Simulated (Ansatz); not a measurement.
The first iterations of a band of BFH3N (6 atoms, charge 0, multiplicity 1).

Level of theory: RKS CAM-B3LYP-D4/def2-SVP in Ansatz.

| Item | Value |
| --- | --- |
| movable images | 7 |
| climbing image | yes |
| spring | 5.0 eV/Å² |
| optimiser | quadratic models (default) |
| start path | straight line |
| force threshold | 0.05 eV/Å |
| iteration limit | 60 |
| end points | relaxed |

First end point:

```xyz
6
Properties=species:S:1:pos:R:3
B 0.146 0.021 0.039
F 0.225 -0.453 1.285
H 1.140 0.461 -0.483
N -1.076 -0.003 -0.623
H -1.920 -0.369 -0.198
H -1.193 0.342 -1.566
```

Last end point:

```xyz
6
Properties=species:S:1:pos:R:3
B -0.388 0.012 -0.248
F 1.872 -0.182 1.569
H 1.153 -0.106 0.957
N -1.479 0.076 -1.057
H -2.397 -0.255 -0.765
H -1.440 0.455 -2.001
```

| iteration | highest image above the first end (eV) | largest band force component (eV/Å) |
| --- | --- | --- |
| 1 | 5.807 | 3.706 |
| 2 | 5.351 | 1.511 |
| 3 | 5.261 | 1.802 |
| 4 | 5.267 | 1.837 |
| 5 | 5.106 | 1.103 |

**Question.** Does the band converge within its limit, and where does its top end?

**Answer.** It converged. It ended after 16 iterations with the highest image 4.832 eV above the first end. Neighbouring images differ by up to 2.5 eV, so the band resolves the path poorly. Another band between the same ends (7 images) ends at a top of the same energy, where a vibrational analysis finds 1 clearly imaginary mode. The orbitals stay closed-shell, which can raise the energy where a bond breaks towards radicals; this wasn't checked here.

Run time: 75 s on 1 thread of Intel(R) Xeon(R) 6975P-C (Granite Rapids), with other jobs on the host, peak memory 0.13 GiB.
